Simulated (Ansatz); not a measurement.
**Scan of SiH4, triplet**

All five atoms lie in one plane.

Starting geometry (PBE0/def2-TZVP stationary point for this spin, not checked as a minimum):

```csv
atom,x (Å),y (Å),z (Å)
Si,0.0000,0.0000,0.0000
H,-0.0115,1.0851,1.0776
H,-0.0165,-1.0776,1.0850
H,0.0165,1.0776,-1.0850
H,0.0115,-1.0851,-1.0776
```

From there H2 moves along the line of the two atoms named below, all else staying in place; atoms are numbered as listed. Energies are in kcal/mol, counted from the starting geometry at the same level. Kohn–Sham curves are unrestricted where that lies lower.

Basis 6-31G; Ansatz 0.2.0. Correlated methods freeze the noble-gas cores.

In so small a basis the reference is far from its limit while semilocal and hybrid functionals are nearer theirs (RPA and double hybrids share much of the reference's basis error), so the functionals' errors here hold much of the reference's basis and frozen-core error, which can add to them or hide them.

Full CI is exact within this basis and frozen core; it isn't the basis-set limit.

```
distance Si1-H2 (Å)  full CI   PBE  r2SCAN  PBE0  B3LYP  r2SCANh  wB97M-V  B2PLYP  PBE-QIDH  RPA-PBE
              1.193     36.5  35.8    34.5  34.7   34.0     34.2     33.6    34.1      34.2     37.1
              1.350      9.4   8.9     8.2   8.3    8.1      8.1      7.8     8.1       8.0      9.7
              1.529      0.0   0.0     0.0   0.0    0.0      0.0      0.0     0.0       0.0      0.0
              1.660     -0.1   0.6     1.0   1.0    1.0      1.1      1.2     0.9       1.1     -0.1
              1.905      3.8   7.2     7.8   7.9    7.8      7.9      8.4     7.2       7.3      4.7
              2.136      6.2  13.7    13.8  13.9   13.9     13.7     14.3    11.9      11.2      8.9
              2.393      6.4  18.2    18.1  17.2   17.8     17.8     17.3    14.0      12.3     10.3
              2.840      5.0  20.7    21.4  18.7   20.0     20.8     18.5    14.5      12.0      8.8
              3.369      4.2  21.3    22.4  19.0   20.4     21.7     18.4    14.3      11.7      7.6
              4.124      4.0  21.5    22.9  19.1   20.6     22.2     18.4    14.3      11.7      7.3
              5.179      4.1  21.7    23.1  19.3   20.7     22.4     18.7    14.4      11.8      7.2
```
